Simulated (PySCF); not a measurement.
**OH− (hydroxide): levels of theory compared**

Aim: a comparison of 6 runs (B2PLYP/6-31G*, M06-2X/6-31G*, UPBE0/6-31G*, UMP2/6-31G*, NEVPT2(2,2)/6-31G*, NEVPT2(8,5)/6-31G*) of OH− (hydroxide). Input form: a Python script.

The calculation is run with PySCF 2.14.0.

2 further runs of the same task are left out: 2 set aside as unsound or not needed.

### 1 The molecule

OH−: 2 atoms, total charge -1, spin state singlet. As SMILES, `[OH-]`. The O1–H2 distance was set to 1.445 Å, away from the relaxed value.

Bond lengths: O1–H2 1.445 Å.

### 2 A single-point energy at B2PLYP/6-31G(d) (spherical functions) (run 1)

run.py

```python
from pyscf import gto, dft, mp

mol = gto.M(
    atom=[
    ('O', (0.823580, -0.263594, 0.424990)),
    ('H', (-0.411800, 0.131800, -0.212500)),
],
    charge=-1,
    max_memory=1860,
    basis='6-31g*',
    verbose=4,
)

calc0 = dft.RKS(mol, xc='0.53*HF + 0.47*B88, 0.73*LYP')
calc0.grids.level = 5
calc0.conv_tol = 1e-10
calc0.kernel()
if not calc0.converged:
    calc0 = calc0.newton().run(calc0.mo_coeff, calc0.mo_occ)

pt = mp.MP2(calc0, frozen=1).run()
etot = calc0.e_tot + 0.27 * pt.e_corr
print('PT2 part  %.8f' % (0.27 * pt.e_corr))
print('Final energy', etot)
```

Started as:

```sh
$ OMP_NUM_THREADS=1 python run.py
```

What it wrote:

```text
PySCF version 2.14.0

[... 70 lines left out ...]
converged SCF energy = -75.5198331447331
[... 1 line left out ...]
******** <class 'pyscf.mp.mp2.RMP2'> ********
nocc = 4, nmo = 15
frozen orbitals 1
E(RMP2) = -75.7573331977574  E_corr = -0.237500053024335
E(SCS-RMP2) = -75.7558923470051  E_corr = -0.236059202272
E_corr(same-spin) = -0.0564702246429253
E_corr(oppo-spin) = -0.18102982838141
PT2 part  -0.06412501
Final energy -75.58395815904967
```

It took 1.3 s on 1 thread of Arm Neoverse V1, shared host; peak memory 0.16 GiB.

### 3 A single-point energy at M06-2X/6-31G(d) (spherical functions) (run 2)

geometry.xyz

```xyz
2
HO
O      0.823580    -0.263594     0.424990
H     -0.411800     0.131800    -0.212500
```

job.py

```python
from pyscf import gto, dft

mol = gto.M(
    atom='geometry.xyz',
    max_memory=1860,
    spin=0,
    basis='6-31g*',
    charge=-1,
    verbose=3,
)

calc0 = dft.RKS(mol)
calc0.xc = 'm06-2x'
calc0.conv_tol = 1e-10
calc0.grids.level = 5
calc0.kernel()
if not calc0.converged:
    calc0 = calc0.newton().run(calc0.mo_coeff, calc0.mo_occ)

e_final = calc0.e_tot
print('E(%s) = %.9f' % ('M06-2X', e_final))
```

Started as:

```sh
$ OMP_NUM_THREADS=1 python job.py
```

What it wrote:

```text
converged SCF energy = -75.6205144300624
E(M06-2X) = -75.620514430
```

It took 1.5 s on 1 thread of Arm Neoverse V1, shared host; peak memory 0.17 GiB.

Runs 3 to 5 aren't shown in full; the table further down has their settings and results.

### 4 A single-point energy at NEVPT2(8,5)/6-31G(d) (spherical functions) (run 6)

calc.py

```python
import numpy
from pyscf import gto, scf, mp, mcscf, mrpt

mol = gto.M(
    atom='''
O      1.556341    -0.498120     0.803115
H     -0.778189     0.249066    -0.401567
''',
    basis='6-31g*',
    charge=-1,
    verbose=3,
    max_memory=1860,
    unit='bohr',
)

mf = mol.RHF()
mf.conv_tol = 1e-10
mf.kernel()
if not mf.converged:
    mf = mf.newton().run(mf.mo_coeff, mf.mo_occ)

pt = mp.MP2(scf.addons.convert_to_uhf(mf)).run()
noons, natorbs = mcscf.addons.make_natural_orbitals(pt)
print('natural occupations', numpy.round(noons[:40], 4))
cas = mcscf.CASSCF(mf, 5, 8)
cas.fix_spin_(ss=0.0)
cas.natorb = True
cas.kernel(natorbs)
e_pt2 = mrpt.NEVPT(cas).kernel()
etot = cas.e_tot + e_pt2
print('E(%s) = %.9f' % ('NEVPT2', etot))
```

Started as:

```sh
$ OMP_NUM_THREADS=1 python calc.py
```

What it wrote:

```text
converged SCF energy = -75.251839391704
E(UMP2) = -75.4420103565292  E_corr = -0.190170964825113
E(SCS-UMP2) = -75.4399206591496  E_corr = -0.188081267445593
natural occupations [1.9999e+00 1.9840e+00 1.9723e+00 1.9723e+00 1.9428e+00 5.6400e-02
 1.9300e-02 1.9300e-02 9.6000e-03 4.1000e-03 4.1000e-03 4.0000e-03
 4.0000e-03 4.0000e-03 2.2000e-03 1.6000e-03]
CASSCF energy = -75.3022812270061
CASCI E = -75.3022812270061  E(CI) = -18.4121388490611  S^2 = 0.0000000
Sr    (-1)',   E = -0.03626649987850
Si    (+1)',   E = -0.00000000002341
Sijrs (0)  ,   E = -0.00023438922569
Sijr  (+1) ,   E = -0.00004743344979
Srsi  (-1) ,   E = -0.00098067377156
Srs   (-2) ,   E = -0.09871841724589
Sij   (+2) ,   E = -0.00000693770851
Sir   (0)' ,   E = -0.00022387957026
Nevpt2 Energy = -0.136478230873606
E(NEVPT2) = -75.438759458
```

Run time: 1.4 s. Hardware: 1 thread of Arm Neoverse V1, shared host; peak memory 0.12 GiB.

### 5 All runs side by side

```csv
run,level,frozen core orbitals,follow instability,energy (Eh),HOMO energy (eV),LUMO energy (eV),HOMO–LUMO gap (eV),wall time
1,B2PLYP/6-31G* (spherical functions),1,–,-75.583958,0.90,10.11,9.21,1.3 s
2,M06-2X/6-31G* (spherical functions),–,–,-75.620514,1.14,9.62,8.48,1.5 s
3,UPBE0/6-31G* (spherical functions),–,yes,-75.570315,3.05,8.46,5.41,3.6 s
4,UMP2/6-31G* (spherical functions),1,yes,-75.423697,-1.95,12.48,14.43,0.85 s
5,"NEVPT2(2,2)/6-31G* (spherical functions)",–,–,-75.454257,-2.73,12.84,15.57,0.87 s
6,"NEVPT2(8,5)/6-31G* (spherical functions)",–,–,-75.438759,-2.73,12.84,15.57,1.4 s
```

### 6 Summary of results

| quantity | value |
| --- | --- |
| run 6: total energy | -75.43876 Eh |
| run 6: HOMO energy (Hartree–Fock orbitals) | -2.73 eV |
| run 6: LUMO energy (Hartree–Fock orbitals) | 12.84 eV |
| run 6: HOMO–LUMO gap (to an unbound level, set by the basis) | 15.57 eV |

In words: Over runs 1, 2, 3 the HOMO–LUMO gap runs from 5.41 eV (UPBE0/6-31G*) to 9.21 eV (B2PLYP/6-31G*). The empty levels of an anion lie above zero and hang on the basis. A double hybrid's value is that of its SCF part. Totals of different functionals can't be ranked against each other. In runs 1, 2, 3 the HOMO lies above zero, so the outermost electron may be held by the basis alone. Spin contamination of the reference: run 4 ⟨S²⟩ = 0.37. All runs together took 9.6 s, the longest 3.6 s.
